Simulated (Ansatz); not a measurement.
**C₂H₄N₂S: basis-set convergence**

The task here is to estimate one member of a computed series from the others.

Computed with Ansatz 0.2.0, Gaussian basis. Level: one geometry, several basis sets.

Levels to be run: PBE0-D4/def2-SVP; ωB97M-V/def2-SVP; PBE0-D4/def2-QZVPP; ωB97M-V/def2-QZVPP; the functionals' def2-TZVPP values are taken from earlier runs.

**The relaxed structure**

An earlier PBE0-D4 in a triple-zeta def2 set relaxation fixed the geometry.

SMILES `C=NC(=N)S`, 9 atoms, charge 0, spin multiplicity 1.

Atoms are counted from 1 here; the program's logs count them from 0.

Bond lengths: C1–N2 1.262 Å, C1–H6 1.095 Å, C1–H7 1.089 Å, N2–C3 1.404 Å, C3–N4 1.261 Å, C3–S5 1.768 Å, N4–H8 1.020 Å, S5–H9 1.342 Å. Angles: N2–C1–H6 123.5°, N2–C1–H7 118.6°, H6–C1–H7 117.9°, C1–N2–C3 119.7°, N2–C3–N4 124.3°, N2–C3–S5 113.7°, N4–C3–S5 121.9°, C3–N4–H8 109.8°, C3–S5–H9 93.9°.

The first run:

The input, in.yaml:

```yaml
crystal:
  periodic: [false, false, false]
  atoms:
    - {symbol: C, position_ang: [0.721753, 0.900883, -1.185144]}
    - {symbol: N, position_ang: [0.899109, -0.111630, -0.453182]}
    - {symbol: C, position_ang: [-0.093102, -0.487173, 0.466789]}
    - {symbol: N, position_ang: [-0.606013, -1.637876, 0.528567]}
    - {symbol: S, position_ang: [-0.530389, 0.794252, 1.604225]}
    - {symbol: H, position_ang: [-0.172795, 1.530976, -1.139641]}
    - {symbol: H, position_ang: [1.493724, 1.164329, -1.906186]}
    - {symbol: H, position_ang: [-0.194880, -2.237578, -0.186165]}
    - {symbol: H, position_ang: [-1.428906, 0.037516, 2.253537]}
basis:
  gaussian: {orbitals: def2-SVP}
hamiltonian: {xc: pbe0, dispersion: d4}
output: {orbitals: {seedname: orbitals}}
```

The run is started by

```sh
$ ansatz run in.yaml --threads 2 --pin off --events-out ev --progress --plain --max-ram 4352MiB
```

Steps of the session up to this table: PBE0-D4 in def2-SVP; ωB97M-V in def2-SVP; PBE0-D4 in def2-QZVPP; ωB97M-V in def2-QZVPP.

One of the session's tables, all rows but one given; the rest of the session is left out.

It belongs to the step «Functionals by basis». 

| functional | basis | HOMO (eV) |
| --- | --- | --- |
| PBE0-D4 | def2-SVP | -7.13 |
| PBE0-D4 | def2-TZVPP | -7.29 |
| PBE0-D4 | def2-QZVPP | ? |
| ωB97M-V | def2-SVP | -9.26 |
| ωB97M-V | def2-TZVPP | -9.45 |
| ωB97M-V | def2-QZVPP | -9.49 |

**Question.** Estimate the row for PBE0-D4, def2-QZVPP.

The run gave: HOMO (eV): -7.32. In the column «HOMO (eV)» it lies between ωB97M-V, def2-SVP (-9.26) and PBE0-D4, def2-TZVPP (-7.29).
